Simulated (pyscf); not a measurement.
Thermochemistry of product channels of HO–Ti(F)(F)–F + HCl on the singlet surface, in kJ/mol, from ωB97M-D3(BJ)/def2-TZVP energies (ideal gas, 1 atm, RRHO with modes under 100 cm⁻¹ raised to 100, one conformer, R ln 2 for rigid chiral ones). Optimised with ωB97X-D3(BJ)/def2-SVP in PySCF.

```json
[
 {"products": "HO–TiH(F)–F + F–Cl", "ΔE": "+481.3", "ΔH(298 K)": "+476.9", "ΔG(600 K)": "+470.4", "ΔG(900 K)": "+467.6"},
 {"products": "HO–Ti(F)(F)–Cl + HF", "ΔE": "+26.6", "ΔH(298 K)": "+31.5", "ΔG(600 K)": "+34.5", "ΔG(900 K)": "+35.7"}
]
```

These are energies of the channels, which say nothing of barriers.
